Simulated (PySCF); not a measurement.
## Cl₂⁺: energy against distance

Set-up: Cl def2-TZVP; no relativity (PySCF 2.14). Energies in eV from Cl⁺ + Cl in their ground configurations at the same level. State: doublet, unpaired electrons π ↑.

All columns are PBE0.

| R (Å) | E (eV) | HOMO (eV) | LUMO (eV) | Mayer bond order | ⟨S²⟩ |
| --- | --- | --- | --- | --- | --- |
| 1.625 | -2.658 | -15.80 | -13.17 | 1.77 | 0.76 |
| 1.701 | -3.546 | -16.04 | -13.44 | 1.72 | 0.76 |
| 1.777 | -4.023 | -16.26 | -13.68 | 1.67 | 0.76 |
| 1.833 | -4.186 | -16.41 | -13.84 | 1.65 | 0.76 |
| 1.890 | -4.226 | -16.54 | -13.99 | 1.62 | 0.76 |
| 1.947 | -4.174 | -16.65 | -14.13 | 1.60 | 0.75 |
| 2.022 | -4.000 | -16.79 | -14.28 | 1.58 | 0.75 |
| 2.117 | -3.672 | -16.93 | -14.45 | 1.56 | 0.75 |
| 2.230 | -3.189 | -17.05 | -14.61 | 1.54 | 0.75 |
| 2.381 | -2.493 | -17.17 | -14.77 | 1.52 | 0.75 |

The state is the lowest determinant that a PBE0 search found; another state may lie lower at other levels.
